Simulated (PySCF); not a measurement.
NO₂, SMILES [O]N=O, multiplicity 2. Atoms are numbered in the order given.

```xyz
3

O      0.0000     1.0930     0.1396
N      0.0000     0.0000    -0.3192
O      0.0000    -1.0930     0.1396
```
Charge 0, spin multiplicity 2.

Coordinates come from a ωB97X-D3(BJ)/def2-TZVP optimisation.

All values below come from PySCF 2.14.0 with ωB97X-D3(BJ)/def2-TZVP.

Harmonic, unscaled wavenumbers; measured fundamentals usually lie a few per cent lower.

Computed vibrational spectrum:
```json
[
 {"mode": "1", "ν (cm⁻¹)": "779", "IR (km/mol)": "7.3", "moving atoms (share of kinetic energy)": "O 61 %, N 39 %"},
 {"mode": "2", "ν (cm⁻¹)": "1448", "IR (km/mol)": "0.6", "moving atoms (share of kinetic energy)": "O 70 %, N 30 %"},
 {"mode": "3", "ν (cm⁻¹)": "1764", "IR (km/mol)": "498.9", "moving atoms (share of kinetic energy)": "N 66 %, O 34 %"}
]
```
